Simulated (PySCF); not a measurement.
CH3O, SMILES [CH2]O, multiplicity 2. The structure is a stationary point at B3LYP-D3(BJ)/def2-TZVP. The isomer is the one that the SMILES or the coordinates give; other isomers of the formula were not compared.

**Question.** Give the equilibrium geometry at B3LYP-D3(BJ)/def2-TZVP (PySCF confirms it by a frequency run) as bond lengths and angles. (An estimate is asked for; the answer gives what the named calculation found.)

**Answer.** 
Atoms: C1 O2 H3 H4 H5. Bonded distances (Å): C1–O2 1.364, C1–H3 1.078, C1–H4 1.082, O2–H5 0.963. Bond angles (°): O2–C1–H3 113.7, O2–C1–H4 119.1, H3–C1–H4 121.5, C1–O2–H5 109.9.
Charge 0, spin multiplicity 2.
